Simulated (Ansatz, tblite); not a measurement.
**TiOCl2 (TiCl₂O): spin states and exact exchange**

Is the singlet the ground state of TiOCl2 (TiCl₂O)? Other spin states are computed and compared level by level.

Method: as each input shows; program: Ansatz 0.2.0, Gaussian basis.

Levels to be run: triplet, at the geometry of the singlet (GFN1-xTB, GFN2-xTB, PBE0-D4/def2-TZVP, PBE-D4/def2-TZVP, r2SCAN-D4/def2-TZVP); the singlet's energies come from earlier runs.

2 further runs of the same task are left out: 2 set aside as unsound or not needed. Runs told in other sessions of the task aren't counted.

## Step 1: The structure

The geometry is that of the singlet, from an earlier relaxation (PBE-D4/def2-SVP).

4 atoms, charge 0, spin multiplicity 1.

Bond lengths: Ti1–O2 1.595 Å, Ti1–Cl3 2.223 Å, Ti1–Cl4 2.223 Å. Angles: O2–Ti1–Cl3 113.6°, O2–Ti1–Cl4 113.6°, Cl3–Ti1–Cl4 124.8°.

Formally the metal is d0. No spin-orbit coupling is included.

## Step 2: Triplet at the fixed geometry, GFN1-xTB

Tight binding, by tblite at 300 K electronic temperature and without a spin-polarisation term:

```python
tblite.interface.Calculator('GFN1-xTB', numbers, positions, charge=0, uhf=2).singlepoint()
```

Energy -393.3784 eV; 0.004 s.

## Step 3: Triplet at the fixed geometry, GFN2-xTB

Tight binding, by tblite at 300 K electronic temperature and without a spin-polarisation term:

```python
tblite.interface.Calculator('GFN2-xTB', numbers, positions, charge=0, uhf=2).singlepoint()
```

Energy -401.7210 eV; 0.004 s.

## Step 4: Triplet at the fixed geometry, PBE0-D4/def2-TZVP

in.yaml reads:

```yaml
crystal:
  periodic: [false, false, false]
  atoms:
    - {symbol: Ti, position_ang: [0.072248, -0.001813, 0.252402]}
    - {symbol: O, position_ang: [1.659518, -0.022942, 0.093636]}
    - {symbol: Cl, position_ang: [-0.838993, 1.982548, -0.166599]}
    - {symbol: Cl, position_ang: [-0.892783, -1.957782, -0.179449]}
basis:
  gaussian: {orbitals: def2-TZVP}
magnetization: {spin_polarized: true, initial_magnetization: 2}
hamiltonian: {xc: pbe0, dispersion: d4}
scf: {omitted_lower_state_checks: [starts]}
output: {orbitals: {seedname: orbitals}}
```

Launch:

```console
ansatz run in.yaml --threads 4 --pin off --events-out ev --progress --plain --max-ram 3916MiB
```

Log:

```text
Functional definition: PBE0
  name "PBE0"
  cite "Adamo & Barone, J. Chem. Phys. 110, 6158 (1999) doi:10.1063/1.478522"
  cite "Perdew, Burke & Ernzerhof, Phys. Rev. Lett. 77, 3865 (1996) doi:10.1103/PhysRevLett.77.3865"
  parent pbe
  parameter a = 0.25
  parameter kappa = 0.804
  parameter beta = 0.06672455060314922
  exchange = (1 - a)*pbe_x(kappa = kappa, mu = beta*pi^2/3) + a*exact_x
  correlation = pbe_c(beta = beta)
these checks for a lower state are left out or cut short: starts
1153 factors; their error is unknown
mean field evaluation 1: about -50184.5401 eV, gradient 5.0e1 eV
mean field evaluation 2: about -50071.1418 eV, gradient 1.5e2 eV
mean field evaluation 4: about -50192.2542 eV, gradient 2.4e1 eV
mean field evaluation 8: about -50194.6776 eV, gradient 1.3e0 eV
mean field evaluation 16: about -50194.9041 eV, gradient 1.4e-2 eV
mean field evaluation 32: about -50194.9041 eV, gradient 6.4e-5 eV
mean field -50194.90414384 eV, -1844.6287039579 hartree, gradient 1.3e-5 eV, S^2 2.013351; 0 other end points of the search recorded, 0 dependent functions left out
reference -50194.90418123 eV, -1844.6287053322 hartree; 33, 31 occupied and 117, 119 virtual orbitals, 1153 factors
Total energy: -50195.00928391 eV, -1844.6325677845 hartree
Checks for a lower state left out: starts
```

Run time: 9.5 s. Hardware: 4 threads of Arm Neoverse V2, shared host; peak memory 0.77 GiB.

HOMO -6.51 eV, LUMO -7.25 eV (over both spins; with the spin held, an empty level of the minority spin lies below the top filled one); ⟨S²⟩ 2.013 (pure: 2.00).

## Step 5: Triplet at the fixed geometry, PBE-D4/def2-TZVP

start.molden holds the orbitals of an earlier run on this state, given as this run's starting guess.

Changes to in.yaml since step 4:

```diff
@@ -8,5 +8,5 @@
 basis:
-  gaussian: {orbitals: def2-TZVP}
+  gaussian: {orbitals: def2-TZVP, initial_orbitals: start.molden}
 magnetization: {spin_polarized: true, initial_magnetization: 2}
-hamiltonian: {xc: pbe0, dispersion: d4}
+hamiltonian: {xc: pbe, dispersion: d4}
 scf: {omitted_lower_state_checks: [starts]}
```

The command is unchanged.

Log:

```text
Functional definition: PBE
  name "PBE"
  cite "Perdew, Burke & Ernzerhof, Phys. Rev. Lett. 77, 3865 (1996) doi:10.1103/PhysRevLett.77.3865"
  parent pbe
  parameter kappa = 0.804
  parameter beta = 0.06672455060314922
  exchange = pbe_x(kappa = kappa, mu = beta*pi^2/3)
  correlation = pbe_c(beta = beta)
these checks for a lower state are left out or cut short: starts
1076 factors; their error is unknown
mean field evaluation 1: about -50192.7725 eV, gradient 9.9e0 eV
mean field evaluation 2: about -50193.0932 eV, gradient 6.5e-1 eV
mean field evaluation 4: about -50193.1163 eV, gradient 1.2e-1 eV
mean field evaluation 8: about -50193.1164 eV, gradient 1.6e-5 eV
mean field -50193.11644630 eV, -1844.5630072852 hartree, gradient 1.6e-5 eV, S^2 2.004070; 0 other end points of the search recorded, 0 dependent functions left out
reference -50193.11650332 eV, -1844.5630093805 hartree; 33, 31 occupied and 117, 119 virtual orbitals, 1076 factors
Total energy: -50193.23853457 eV, -1844.5674939462 hartree
Checks for a lower state left out: starts
```

Wall time 2.5 s (4 threads of Arm Neoverse V2, shared host).

Report: HOMO -4.46 eV, LUMO -8.01 eV (over both spins; with the spin held, an empty level of the minority spin lies below the top filled one); ⟨S²⟩ 2.004 (pure: 2.00).

## Step 6: Triplet at the fixed geometry, r2SCAN-D4/def2-TZVP

Changes to in.yaml since step 5:

```diff
@@ -10,3 +10,3 @@
 magnetization: {spin_polarized: true, initial_magnetization: 2}
-hamiltonian: {xc: pbe, dispersion: d4}
+hamiltonian: {xc: r2scan, dispersion: d4}
 scf: {omitted_lower_state_checks: [starts]}
```

Same command.

Log:

```text
Functional definition: r2SCAN
  name "r2SCAN"
  cite "Furness, Kaplan, Ning, Perdew & Sun, J. Phys. Chem. Lett. 11, 8208 (2020) doi:10.1021/acs.jpclett.0c02405"
  cite "Furness, Kaplan, Ning, Perdew & Sun, J. Phys. Chem. Lett. 11, 9248 (2020) doi:10.1021/acs.jpclett.0c03077"
  parent r2scan
  parameter k0 = 0.174
  parameter k1 = 0.065
  parameter a1 = 4.9479
  exchange = r2scan_x(k0 = k0, k1 = k1, a1 = a1)
  correlation = r2scan_c
these checks for a lower state are left out or cut short: starts
1076 factors; their error is unknown
mean field evaluation 1: about -50207.7328 eV, gradient 6.9e0 eV
mean field evaluation 2: about -50207.8382 eV, gradient 2.9e-1 eV
mean field evaluation 4: about -50207.8379 eV, gradient 1.2e-1 eV
mean field evaluation 8: about -50207.8380 eV, gradient 1.5e-5 eV
mean field -50207.83796855 eV, -1845.1040132495 hartree, gradient 1.6e-5 eV, S^2 2.009125; 0 other end points of the search recorded, 0 dependent functions left out
reference -50207.83798829 eV, -1845.1040139747 hartree; 33, 31 occupied and 117, 119 virtual orbitals, 1076 factors
Total energy: -50207.86524506 eV, -1845.1050156424 hartree
Checks for a lower state left out: starts
```

It took 7.5 s on 4 threads of Arm Neoverse V2, shared host.

Report: HOMO -5.04 eV, LUMO -8.01 eV (over both spins; with the spin held, an empty level of the minority spin lies below the top filled one); ⟨S²⟩ 2.009 (pure: 2.00).

## Step 7: Triplet less singlet, vertical

The singlet's energies are those of its earlier runs, whose logs aren't repeated here.

```
              level  triplet less singlet, vertical (eV)     time
           GFN1-xTB                               +2.981  0.008 s
           GFN2-xTB                               +2.689  0.007 s
   PBE-D4/def2-TZVP                               +3.215    3.6 s
r2SCAN-D4/def2-TZVP                               +3.170     10 s
  PBE0-D4/def2-TZVP                               +3.133     12 s
```

Times add the two runs; a level without a time comes out of a correlated run. Tight binding without a spin term can't rank spin states.

## Step 8: What came out

| quantity | value |
| --- | --- |
| triplet less singlet, vertical, functionals in def2-TZVP | +3.133 (PBE0-D4) to +3.215 eV (PBE-D4) |

In words: All functionals put the triplet above the singlet, over a spread of 0.082 eV. The checks for a lower triplet were left out, so another state of that spin may lie lower. The singlet here is a closed shell; an open-shell singlet can lie lower. These are electronic energies, without zero-point motion, entropy or surroundings.
